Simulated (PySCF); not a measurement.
# C4H8F2: NMR shifts at several levels of theory, part 2 of 2

PySCF 2.14.0. Atoms count from 0. The steps go on from the part before.

### Step 6. NMR shieldings: CAM-B3LYP/pcSseg-1

Job settings and geometry (Å):

```
{"job": {"kind": "nmr", "xc": "CAM-B3LYP", "basis": "pcSseg-1", "pop": false}, "charge": 0, "multiplicity": 1}
C     -0.593309    -1.426541     0.237556
C     -0.313044    -0.085403    -0.426030
C      1.167936     0.239904    -0.443794
F      1.658642     0.268556     0.842566
C     -1.091346     1.026924     0.251512
F     -0.899639     2.214166    -0.413808
H     -1.668563    -1.660996     0.238194
H     -0.072838    -2.241211    -0.287708
H     -0.240765    -1.424489     1.279883
H     -0.641022    -0.118036    -1.480666
H      1.336550     1.227810    -0.901716
H      1.729800    -0.521084    -1.012057
H     -2.170745     0.798834     0.258787
H     -0.748947     1.150465     1.293172
```

Method: GIAO CAM-B3LYP/pcSseg-1 NMR shielding, non-relativistic, gas phase.

The program printed:

```text
coarse grid: 11480 points
cycle   1  E = -356.6227346326  dE =  6.093e-01  |g| = 6.706e-01  |ddm| = 2.986e+00
cycle   2  E = -356.6020559853  dE =  2.068e-02  |g| = 8.285e-01  |ddm| = 8.985e-01
cycle   3  E = -356.6976361155  dE = -9.558e-02  |g| = 4.545e-02  |ddm| = 4.974e-01
cycle   4  E = -356.6979465182  dE = -3.104e-04  |g| = 2.201e-02  |ddm| = 3.861e-02
cycle   5  E = -356.6980541298  dE = -1.076e-04  |g| = 5.056e-03  |ddm| = 2.102e-02
cycle   6  E = -356.6980602679  dE = -6.138e-06  |g| = 3.698e-04  |ddm| = 3.893e-03
final grid: 111016 points
cycle   7  E = -356.7543230086  dE = -2.627e-05  |g| = 5.215e-03  |ddm| = 1.308e-02
cycle   8  E = -356.7543216624  dE =  1.346e-06  |g| = 6.285e-03  |ddm| = 7.274e-03
cycle   9  E = -356.7543280847  dE = -6.422e-06  |g| = 4.334e-04  |ddm| = 3.575e-03
cycle  10  E = -356.7543281153  dE = -3.064e-08  |g| = 1.566e-04  |ddm| = 4.296e-04
cycle  11  E = -356.7543281204  dE = -5.110e-09  |g| = 1.760e-05  |ddm| = 1.367e-04
cycle  12  E = -356.7543281205  dE = -7.469e-11  |g| = 7.085e-06  |ddm| = 2.320e-05
converged SCF energy = -356.7543281205

GIAO shielding tensors (ppm)
atom      isotropic    diamagn.    paramagn.     s11        s22        s33       span
  0 C      170.285     246.352     -76.067    153.721    170.706    186.428     32.707
  1 C      143.781     247.542    -103.761    139.337    144.343    147.664      8.327
  2 C       98.750     241.535    -142.785     64.706     78.652    152.892     88.187
  3 F      446.188     475.086     -28.898    408.932    456.736    472.895     63.964
  4 C       97.447     242.816    -145.368     57.284     75.366    159.692    102.408
  5 F      423.344     473.389     -50.046    381.317    424.599    464.115     82.798
  6 H       30.621      29.340       1.281     25.991     28.570     37.301     11.311
  7 H       30.319      29.384       0.934     26.226     27.545     37.185     10.959
  8 H       30.173      29.849       0.324     25.868     29.186     35.464      9.596
  9 H       29.901      31.322      -1.421     26.294     28.342     35.067      8.773
 10 H       26.442      28.932      -2.490     22.816     26.618     29.893      7.076
 11 H       27.084      29.162      -2.078     22.875     26.829     31.550      8.675
 12 H       27.069      29.040      -1.971     22.337     28.603     30.268      7.930
 13 H       26.848      29.357      -2.510     23.511     27.908     29.124      5.612
```

Wall time 14 s (1 thread, shared host).

Key values: δ C2 84.3, C1 38.7, C0 12.2, F3 -245.7, H10 4.57, H11 4.36 ppm (means over like atoms).

### Step 7. NMR shieldings: wB97X-D/pcSseg-1

Same as in step 6 but for these lines:

```diff
@@ -1,2 +1,2 @@
-{"job": {"kind": "nmr", "xc": "CAM-B3LYP", "basis": "pcSseg-1", "pop": false}, "charge": 0, "multiplicity": 1}
+{"job": {"kind": "nmr", "xc": "wB97X-D", "basis": "pcSseg-1", "pop": false}, "charge": 0, "multiplicity": 1}
 C     -0.593309    -1.426541     0.237556
```

With the program's defaults for keys left out, this is: GIAO wB97X-D/pcSseg-1 NMR shielding, non-relativistic, gas phase.

The program printed:

```text
coarse grid: 11480 points
cycle   1  E = -356.6529642203  dE =  6.476e-01  |g| = 6.739e-01  |ddm| = 2.977e+00
cycle   2  E = -356.6487401155  dE =  4.224e-03  |g| = 7.687e-01  |ddm| = 8.317e-01
cycle   3  E = -356.7309751388  dE = -8.224e-02  |g| = 4.109e-02  |ddm| = 4.339e-01
cycle   4  E = -356.7312683054  dE = -2.932e-04  |g| = 1.764e-02  |ddm| = 3.486e-02
cycle   5  E = -356.7313380333  dE = -6.973e-05  |g| = 4.589e-03  |ddm| = 1.869e-02
cycle   6  E = -356.7313433534  dE = -5.320e-06  |g| = 4.716e-04  |ddm| = 3.939e-03
final grid: 111016 points
cycle   7  E = -356.7819464179  dE = -2.002e-04  |g| = 8.330e-03  |ddm| = 3.927e-02
cycle   8  E = -356.7819469317  dE = -5.138e-07  |g| = 8.903e-03  |ddm| = 1.100e-02
cycle   9  E = -356.7819572382  dE = -1.031e-05  |g| = 5.127e-04  |ddm| = 4.686e-03
cycle  10  E = -356.7819573219  dE = -8.375e-08  |g| = 2.432e-04  |ddm| = 1.216e-03
cycle  11  E = -356.7819573363  dE = -1.440e-08  |g| = 3.313e-05  |ddm| = 2.522e-04
cycle  12  E = -356.7819573369  dE = -5.592e-10  |g| = 1.105e-05  |ddm| = 1.042e-04
converged SCF energy = -356.7819573369

GIAO shielding tensors (ppm)
atom      isotropic    diamagn.    paramagn.     s11        s22        s33       span
  0 C      172.039     247.349     -75.310    156.300    172.398    187.420     31.120
  1 C      147.144     248.558    -101.415    143.266    147.742    150.423      7.157
  2 C      102.135     242.203    -140.069     68.203     82.967    155.235     87.031
  3 F      444.971     474.675     -29.704    410.282    454.703    469.928     59.646
  4 C      100.995     243.468    -142.473     61.303     79.852    161.829    100.526
  5 F      423.205     473.009     -49.804    383.463    423.931    462.223     78.760
  6 H       30.679      29.459       1.220     25.987     28.584     37.465     11.479
  7 H       30.377      29.498       0.879     26.230     27.563     37.338     11.108
  8 H       30.243      29.916       0.327     25.886     29.228     35.617      9.731
  9 H       29.977      31.514      -1.537     26.330     28.376     35.224      8.894
 10 H       26.555      28.989      -2.434     22.892     26.686     30.088      7.196
 11 H       27.187      29.241      -2.054     22.936     26.905     31.721      8.785
 12 H       27.170      29.129      -1.958     22.397     28.679     30.436      8.039
 13 H       26.956      29.385      -2.429     23.574     27.987     29.307      5.733
```

Wall time 14 s (1 thread, shared host).

Key values: δ C2 83.0, C1 37.4, C0 12.5, F3 -246.9, H10 4.52, H11 4.31 ppm (means over like atoms).

### Step 8. NMR shieldings: LC-wPBE/pcSseg-1

Same as in step 7 but for these lines:

```diff
@@ -1,2 +1,2 @@
-{"job": {"kind": "nmr", "xc": "wB97X-D", "basis": "pcSseg-1", "pop": false}, "charge": 0, "multiplicity": 1}
+{"job": {"kind": "nmr", "xc": "LC-wPBE", "basis": "pcSseg-1", "pop": false}, "charge": 0, "multiplicity": 1}
 C     -0.593309    -1.426541     0.237556
```

With the program's defaults for keys left out, this is: GIAO LC-wPBE/pcSseg-1 NMR shielding, non-relativistic, gas phase.

The program printed:

```text
coarse grid: 11480 points
cycle   1  E = -356.5354987335  dE =  7.527e-01  |g| = 7.082e-01  |ddm| = 2.963e+00
cycle   2  E = -356.5455482162  dE = -1.005e-02  |g| = 7.645e-01  |ddm| = 7.923e-01
cycle   3  E = -356.6255261446  dE = -7.998e-02  |g| = 4.509e-02  |ddm| = 4.125e-01
cycle   4  E = -356.6259443745  dE = -4.182e-04  |g| = 1.674e-02  |ddm| = 3.914e-02
cycle   5  E = -356.6260106139  dE = -6.624e-05  |g| = 4.885e-03  |ddm| = 2.071e-02
cycle   6  E = -356.6260163744  dE = -5.761e-06  |g| = 6.298e-04  |ddm| = 4.145e-03
final grid: 111016 points
cycle   7  E = -356.6914772348  dE = -5.935e-05  |g| = 1.235e-02  |ddm| = 2.543e-02
cycle   8  E = -356.6914740994  dE =  3.135e-06  |g| = 1.365e-02  |ddm| = 1.452e-02
cycle   9  E = -356.6914993748  dE = -2.528e-05  |g| = 4.219e-04  |ddm| = 6.489e-03
cycle  10  E = -356.6914994153  dE = -4.045e-08  |g| = 2.158e-04  |ddm| = 5.950e-04
cycle  11  E = -356.6914994266  dE = -1.138e-08  |g| = 2.224e-05  |ddm| = 2.029e-04
cycle  12  E = -356.6914994269  dE = -2.129e-10  |g| = 8.496e-06  |ddm| = 5.176e-05
converged SCF energy = -356.6914994269

GIAO shielding tensors (ppm)
atom      isotropic    diamagn.    paramagn.     s11        s22        s33       span
  0 C      176.602     247.127     -70.525    161.266    177.171    191.369     30.103
  1 C      152.708     248.264     -95.555    148.902    153.436    155.787      6.885
  2 C      106.214     242.335    -136.122     71.857     86.096    160.688     88.832
  3 F      450.781     474.342     -23.561    412.955    461.306    478.082     65.127
  4 C      105.071     243.531    -138.460     64.966     82.816    167.432    102.466
  5 F      430.110     472.800     -42.690    389.027    431.517    469.785     80.758
  6 H       30.637      29.419       1.218     25.768     28.463     37.680     11.912
  7 H       30.331      29.448       0.883     25.989     27.437     37.567     11.578
  8 H       30.210      29.743       0.467     25.698     29.130     35.802     10.105
  9 H       29.926      31.529      -1.603     26.121     28.198     35.460      9.340
 10 H       26.514      29.011      -2.497     22.784     26.567     30.190      7.406
 11 H       27.124      29.270      -2.146     22.837     26.760     31.775      8.938
 12 H       27.106      29.147      -2.041     22.236     28.582     30.501      8.264
 13 H       26.897      29.293      -2.396     23.431     27.891     29.370      5.939
```

Wall time 19 s (1 thread, shared host).

Key values: δ C2 82.9, C1 35.9, C0 12.0, F3 -234.6, H10 4.52, H11 4.32 ppm (means over like atoms).

### Step 9. Run by run: NMR shifts

Shifts (ppm) of some atoms, chosen among heavy atoms and hydrogens apart, means over like atoms, with basis size and wall time:

```csv
run,C2,C1,C0,H10,H11,H9,F3,functions,time
WP04/pcSseg-1,85.4,40.0,14.3,4.42,4.25,1.49,-243.1,142,11 s
B97-2/pcSseg-1,82.1,37.6,12.7,4.53,4.32,1.44,-250.5,142,10 s
BHandHLYP/pcSseg-1,81.1,37.0,12.4,4.46,4.25,1.37,-236.4,142,10 s
CAM-B3LYP/pcSseg-1,84.3,38.7,12.2,4.57,4.36,1.43,-245.7,142,14 s
wB97X-D/pcSseg-1,83.0,37.4,12.5,4.52,4.31,1.40,-246.9,142,14 s
LC-wPBE/pcSseg-1,82.9,35.9,12.0,4.52,4.32,1.40,-234.6,142,19 s
```

### Step 10. Outcome

What follows sums up all 2 parts.

| quantity | value |
| --- | --- |
| point group | C1 |
| rotational constants (main isotopes) | 4.26, 2.79, 2.02 GHz |
| 13C shifts against TMS (WP04/pcSseg-1, means over atoms taken as alike) | 85.4, 40.0, 14.3 ppm |
| 1H shifts against TMS (WP04/pcSseg-1, means over atoms taken as alike) | 4.42, 4.25, 1.49, 0.98 ppm |
| 19F shifts against CFCl3 (WP04/pcSseg-1, means over atoms taken as alike) | -243.1 ppm |
| range of the shift of F3 | -250.5 to -234.6 ppm |

Single values in the summary come from the first run of each kind that ended normally (WP04/pcSseg-1), which need not be the best level. Over 3 steps the energy fell by 0.044 eV; of the close pairs, C0–H6 changed most, 1.087 to 1.101 Å. C2, C4 (mean) (sp3 CH2 bonded to F) lies farthest downfield among carbon, at 85.4 ppm; pulled downfield by the heteroatom. At WP04/pcSseg-1: The widest tensor belongs to C2, C4: span 96 ppm, with a paramagnetic part of -157 ppm. Across the 6 runs the shift of F3 (with its like atoms) moves most, between -250.5 (B97-2/pcSseg-1) and -234.6 ppm (LC-wPBE/pcSseg-1).
